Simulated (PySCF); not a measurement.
# SiH2F2 (SiF2H2): CCSDT/STO-6G

Aim: the vertical ionisation energy of SiH2F2 (SiF2H2) at CCSDT/STO-6G, from 2 runs. 

Program for the calculation: PySCF 2.14.0.

5 further runs of the same task are left out: 5 set aside as unsound or not needed.

## Step 1: The system as given

SiH2F2 has 5 atoms, charge 0, and is taken as a singlet. As SMILES, `[H][Si]([H])(F)F`. The coordinates come from a GFN2-xTB relaxation.

Bond lengths: Si1–F2 1.594 Å, Si1–F3 1.594 Å, Si1–H4 1.442 Å, Si1–H5 1.443 Å. Angles: F2–Si1–F3 103.0°, F2–Si1–H4 107.9°, F2–Si1–H5 107.9°, F3–Si1–H4 107.9°, F3–Si1–H5 108.0°, H4–Si1–H5 120.8°.

## Step 2: The energy at CCSDT/STO-6G

Contents of run.py:

```python
from pyscf import gto, scf, cc

molecule = gto.Mole()
molecule.atom = [
    ('Si', (-0.091360, 0.000560, -0.064290)),
    ('F', (0.009240, -0.018840, 1.526500)),
    ('F', (1.436020, 0.010630, -0.519740)),
    ('H', (-0.680140, 1.257800, -0.455540)),
    ('H', (-0.673740, -1.250150, -0.486920)),
]
molecule.max_memory = 1860
molecule.spin = 0
molecule.basis = 'sto-6g'
molecule.verbose = 3
molecule.build()

hf = scf.RHF(molecule)
hf.conv_tol = 1e-10
hf.kernel()
if not hf.converged:
    hf = hf.newton().run(hf.mo_coeff, hf.mo_occ)

mycc = cc.CCSDT(hf, frozen=7)
mycc.kernel()
e_final = mycc.e_tot
print('E = %.10f Eh' % e_final)
```

Started as:

```sh
$ OMP_NUM_THREADS=1 python run.py
```

Output:

```text
converged SCF energy = -487.015052715018
_make_eris_incore_RCCSDT

WARN: A large `blksize` is being used, which may cause large memory consumption
      for storing contraction intermediates. If memory is sufficient, consider using
      `pyscf.cc.rccsdt_highm.RCCSDT` instead.

RCCSDT converged
E(RCCSDT) = -487.1019762711503   E_corr = -0.08692355613195842
E_corr(same-spin) = -0.00925997832368923
E_corr(oppo-spin) = -0.0776635778082692
E = -487.1019762712 Eh
```

Wall time 2.4 s (1 thread of Intel Xeon Platinum 8488C (Sapphire Rapids), shared host); peak memory 0.11 GiB.

## Step 3: The doublet cation at the same level

Contents of calc.py:

```python
from pyscf import gto, scf, cc

system = gto.Mole()
system.atom = '''
Si  -0.091360   0.000560  -0.064290
F    0.009240  -0.018840   1.526500
F    1.436020   0.010630  -0.519740
H   -0.680140   1.257800  -0.455540
H   -0.673740  -1.250150  -0.486920
'''
system.spin = 1
system.basis = 'sto-6g'
system.verbose = 3
system.charge = 1
system.max_memory = 1860
system.build()

mf = scf.UHF(system)
mf.conv_tol = 1e-10
mf.kernel()
if not mf.converged:
    mf = mf.newton().run(mf.mo_coeff, mf.mo_occ)

mycc = cc.CCSDT(mf, frozen=7)
mycc.kernel()
energy = mycc.e_tot
print(f'total energy: {energy:.8f} hartree')
```

Started as:

```sh
$ OMP_NUM_THREADS=1 python calc.py
```

Output:

```text
converged SCF energy = -486.640493458451  <S^2> = 0.7725935  2S+1 = 2.0224673
_make_eris_incore_UCCSDT

WARN: A large `blksize_v_aaa` is being used, which may cause large memory consumption
      for storing contraction intermediates. If memory is sufficient, consider using
      `pyscf.cc.uccsdt_highm.UCCSDT` instead.

WARN: A large `blksize_v_aab` is being used, which may cause large memory consumption
      for storing contraction intermediates. If memory is sufficient, consider using
      `pyscf.cc.uccsdt_highm.UCCSDT` instead.

UCCSDT converged
E(UCCSDT) = -486.7863912887533   E_corr = -0.145897830302577
E_corr(same-spin) = -0.0383687144472843
E_corr(oppo-spin) = -0.107529115855293
total energy: -486.78639129 hartree
```

Run time: 5.7 s. Hardware: 1 thread of Intel Xeon Platinum 8488C (Sapphire Rapids), shared host; peak memory 0.11 GiB.

## Step 4: Summary of results

Level: CCSDT/STO-6G, 7 core orbitals frozen.

```
                                                                  quantity          value
                                              singlet SiH2F2: total energy  -487.10198 Eh
                      singlet SiH2F2: dipole moment (Hartree–Fock density)         1.83 D
                       singlet SiH2F2: HOMO energy (Hartree–Fock orbitals)      -10.69 eV
                       singlet SiH2F2: LUMO energy (Hartree–Fock orbitals)       12.67 eV
                     singlet SiH2F2: HOMO–LUMO gap (Hartree–Fock orbitals)       23.36 eV
               singlet SiH2F2: correlation energy (7 core orbitals frozen)      -86.9 mEh
                                             singlet SiH2F2: T1 diagnostic          0.009
                                              doublet cation: total energy  -486.78639 Eh
doublet cation: HOMO energy (Hartree–Fock orbitals) (highest over α and β)      -16.10 eV
 doublet cation: LUMO energy (Hartree–Fock orbitals) (lowest over α and β)       -9.59 eV
               doublet cation: correlation energy (7 core orbitals frozen)     -145.9 mEh
                         doublet cation: ⟨S²⟩ of the reference determinant          0.773
                                             doublet cation: T1 diagnostic          0.018
                        vertical ionisation energy (to the doublet cation)       8.588 eV
```

The vertical ionisation energy comes to 8.59 eV (829 kJ/mol). In a minimal basis such a difference can be off by several eV, whatever the method. Mulliken charges (singlet SiH2F2) of the mean-field density run from -0.36 on F2 to +1.07 on Si1; they depend strongly on the basis.
